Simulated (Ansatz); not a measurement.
Os (hcp): energy against volume

Computed with DFT, RPBE, plane waves (420 eV) with PAW, scalar-relativistic (Ansatz 0.2.0). (PAW data from PBE, frozen cores regenerated.)

The cell is scaled uniformly from the relaxed one, with fractional coordinates and shape fixed. Energies are extrapolated to zero smearing, pressures are those at the given smearing. Magnetic state: spin not included.

A Birch-Murnaghan fit gives V₀ = 14.42 Å³/atom, B₀ = 383 GPa, B₀′ = 4.8.

(1) What are the energy above the minimum and the pressure at 13.274 Å³/atom?

(2) What are the energy above the minimum and the pressure at 13.851 Å³/atom?

(3) What are the energy above the minimum and the pressure at 15.583 Å³/atom?

Answers

(1) 128.8 meV/atom and 39.06 GPa as computed.

(2) 29.3 meV/atom and 17.29 GPa as computed.

(3) 96.0 meV/atom and -24.42 GPa as computed.
